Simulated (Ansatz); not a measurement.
A nudged elastic band was laid between two geometries of AlFH2 + H3P (8 atoms, charge 0, multiplicity 1).

Computed with RKS B3LYP/6-31G* in Ansatz 0.2.0.

| Property | Result |
| --- | --- |
| movable images | 7 |
| climbing image | yes |
| spring | 5.0 eV/Å² |
| optimiser | quadratic models (default) |
| start path | through a guess of the saddle point |
| force threshold | 0.05 eV/Å |
| iteration limit | 60 |
| end points | relaxed |

Image 0:

```xyz
8
Properties=species:S:1:pos:R:3
Al 0.024 0.187 0.006
F -0.119 0.651 1.595
H 1.480 0.142 -0.608
H -1.314 -0.066 -0.796
P 0.214 -3.186 1.209
H -0.715 -2.842 0.183
H 1.348 -2.722 0.481
H 0.040 -1.964 1.921
```

Image 8:

```xyz
8
Properties=species:S:1:pos:R:3
Al 0.095 -0.379 -0.114
F -0.121 0.097 1.860
H 1.474 0.318 -0.472
H -1.307 0.060 -0.713
P 0.214 -2.574 0.829
H -0.732 -3.347 0.116
H 1.403 -3.144 0.317
H -0.067 -0.830 2.168
```

**Question.** What changes between the two ends?

**Answer.** Bonds broken: P5–H8. Bonds formed: Al1–P5, F2–H8. AlFH2 + H3P becomes AlFH5P.

**Question.** What energy profile does the band end with?

**Answer.** The forces met the threshold. The highest image is number 6 of 0 to 8, 1.40 eV above the first end and 0.22 eV above the last; the last end lies 1.18 eV above the first. A vibrational analysis at the climbing image gives one clearly imaginary mode, 772i cm⁻¹: a first-order saddle point. The orbitals stay closed-shell, which can raise the energy where a bond breaks towards radicals; this wasn't checked here.

```csv
image,path coordinate (Å),energy (eV),P5–H8 (Å),Al1–P5 (Å),F2–H8 (Å)
0,0.00,0.00,1.42,3.59,2.64
1,0.26,0.01,1.43,3.47,2.46
2,0.52,0.05,1.43,3.30,2.18
3,0.79,0.19,1.43,3.09,1.89
4,1.05,0.58,1.48,2.87,1.63
5,1.31,1.15,1.60,2.69,1.38
6,1.58,1.40,1.78,2.56,1.13
7,1.91,1.27,1.99,2.43,1.01
8,2.25,1.18,2.22,2.39,0.98
```

**Question.** What is the geometry of the highest image?

**Answer.** 
```xyz
8
Properties=species:S:1:pos:R:3
Al 0.077 -0.330 0.002
F -0.122 0.065 1.826
H 1.488 0.188 -0.492
H -1.302 -0.083 -0.736
P 0.208 -2.653 1.077
H -0.765 -3.067 0.138
H 1.388 -2.858 0.325
H -0.014 -1.060 1.849
```

**Question.** What are the harmonic wavenumbers there?

**Answer.** 772i, 209, 270, 334, 375, 442, 481, 553, 617, 761, 846, 1010, 1093, 1586, 1949, 1966, 2458, 2482 cm⁻¹.

Run time: 3.3 min on 1 thread of Arm Neoverse V2 (shared host), peak memory 0.12 GiB.
